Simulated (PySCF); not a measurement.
## Solvent effects on NMR parameters

Structure with atom numbers: `[BH:1]=[S:2]`; H(Xn) means a hydrogen on atom n.

GIAO PBE0/pcSseg-1 in PySCF 2.14.0 with density-fitted response routines on one PBE0-D3(BJ)/def2-SVP conformer, non-relativistic, equivalent nuclei averaged. Solvents enter as an IEF-PCM continuum (benzene with ε = 2.3, dimethylsulfoxide with ε = 46.8) around the gas-phase geometry. Shifts are referred to BF3·OEt2, CS2, TMS computed in the same medium.

Gas phase, δ in ppm: B1 50.7, S2 32.3, H(B1) 2.60. Dipole moment 1.61 D.

(1) How does each δ change in the continuum?

(2) Which nuclei move most (in ppm), and what does the model miss?

## Answers

(1) 
```csv
atoms,environment,"Δδ, benzene","Δδ, dimethylsulfoxide"
B1,"boron bonded to S, H",+1.6,+3.6
S2,sulfur bonded to B,-10.8,-24.8
H(B1),hydrogen on a boron bonded to S,+0.18,+0.42
```

Changes are relative to the gas phase. The dipole moment becomes 1.86 D in benzene, 2.18 D in dimethylsulfoxide.

(2) S2 (sulfur bonded to B, -24.8 ppm) in dimethylsulfoxide. A continuum only polarises the solute; specific hydrogen bonds, the anisotropy of aromatic solvents and changes of geometry or conformer are outside it.
